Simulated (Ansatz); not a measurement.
The cluster Li2N⁻. Charge -1, multiplicity 1. Geometry PBE0-D4/def2-TZVP, that of the neutral doublet.

Cartesian coordinates in Å:
```
Li 1.251 1.181 -0.316
Li -1.249 -1.184 0.314
N -0.002 0.003 0.002
```

The restricted singlet is unstable towards broken spin symmetry in Hartree–Fock (as tested in another run); at PBE-D4/def2-TZVPD, r2SCAN-D4/def2-TZVPD, PBE0-D4/def2-TZVPD this wasn't settled. At PBE-D4/def2-TZVPD, r2SCAN-D4/def2-TZVPD, PBE0-D4/def2-TZVPD the highest occupied level of the charge -1 singlet lies above zero (up to 1.56 eV). Its loss leaves the charge 0 doublet, which lies 0.47 eV lower (vertical, at r2SCAN-D4/def2-TZVPD), but this difference is unsure: the singlet itself is doubtful (restricted singlet with a triplet 0.56 eV lower at the same geometry). At PBE0-D4/def2-TZVPD a triplet of charge -1 lies 0.70 eV below the restricted singlet at the same geometry. The structure comes from a short search, and lower isomers may exist.

**Question.** Estimate the orbital energies around the gap (eV) in Ansatz with PBE-D4/def2-TZVPD, r2SCAN-D4/def2-TZVPD, PBE0-D4/def2-TZVPD.

**Answer.** 
```csv
orbital,PBE-D4/def2-TZVPD,r2SCAN-D4/def2-TZVPD,PBE0-D4/def2-TZVPD
HOMO−5,-44.63,-46.09,-48.34
HOMO−4,-44.63,-46.09,-48.34
HOMO−3,-9.11,-9.89,-11.03
HOMO−2,1.08,1.08,0.27
HOMO−1,1.56,1.56,1.11
HOMO,1.56,1.56,1.11
LUMO,1.65,1.85,2.18
LUMO+1,1.71,1.93,2.18
LUMO+2,2.83,3.09,3.19
LUMO+3,2.83,3.09,3.19
LUMO+4,3.04,3.30,3.48
LUMO+5,3.04,3.30,3.48
```
